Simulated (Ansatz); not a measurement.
# The cluster Si3Ge: geometry, orbitals and charge

What does the cluster Si3Ge look like as a singlet, and where do its frontier electrons sit?

Program: Ansatz 0.2.0, Gaussian basis. Level of theory: RKS PBE0-D4/def2-TZVP. These are calculated values, not measurements.

Levels to be run: relaxation at r2SCAN-D4/def2-SVP; a search for the lowest solution at PBE0-D4/def2-SVP; a single point at PBE0-D4/def2-TZVP.

## 1. The starting structure

4 atoms, charge 0, spin multiplicity 1.

Atoms are counted from 1 here; the program's logs count them from 0.

Bond lengths: Si1–Si2 2.327 Å, Si1–Ge4 2.339 Å, Si2–Si3 2.323 Å, Si3–Ge4 2.334 Å. Angles: Si2–Si1–Ge4 104.2°, Si1–Si2–Si3 66.3°, Si2–Si3–Ge4 104.5°, Si1–Ge4–Si3 65.9°.

The start is a GFN1-xTB geometry.

## 2. Relaxation at r2SCAN-D4/def2-SVP

in.yaml

```yaml
crystal:
  periodic: [false, false, false]
  atoms:
    - {symbol: Si, position_ang: [1.004940, 0.776410, 0.339810]}
    - {symbol: Si, position_ang: [-1.099080, 1.458870, -0.381270]}
    - {symbol: Si, position_ang: [-1.024150, -0.756710, 0.311670]}
    - {symbol: Ge, position_ang: [1.118300, -1.478570, -0.270220]}
basis:
  gaussian: {orbitals: def2-SVP}
hamiltonian: {xc: r2scan, dispersion: d4}
scf: {omitted_lower_state_checks: [starts]}
output: {orbitals: {seedname: orbitals}}
relax: {f_tol: 0.02, max_steps: 100}
```

Run with:

```sh
$ ansatz run in.yaml --threads 4 --pin off --events-out ev --progress --plain --max-ram 3916MiB
```

Further steps of the session: Searching for the lowest solution, PBE0-D4/def2-SVP; Single point, PBE0-D4/def2-TZVP.

**Question.** What will the summary of the whole plan be? Wanted: point group; commonest bond; HOMO, LUMO at PBE0-D4/def2-TZVP; dipole at r2SCAN-D4/def2-SVP.

As calculated:

| quantity | value |
| --- | --- |
| point group | C2v |
| commonest bond | Si–Si, 3 of mean length 2.350 Å |
| HOMO, LUMO at PBE0-D4/def2-TZVP | -6.34, -3.65 eV |
| dipole at r2SCAN-D4/def2-SVP | 0.68 D |

**Reading.** The molecule keeps its bonding pattern by the stored test; the atoms moved 0.36 Å (rms), and the angle Si2–Si1–Ge4 went from 104° to 118°. No usable vibrations, so a minimum isn't proven. Whether this spin is the lowest isn't tested here.
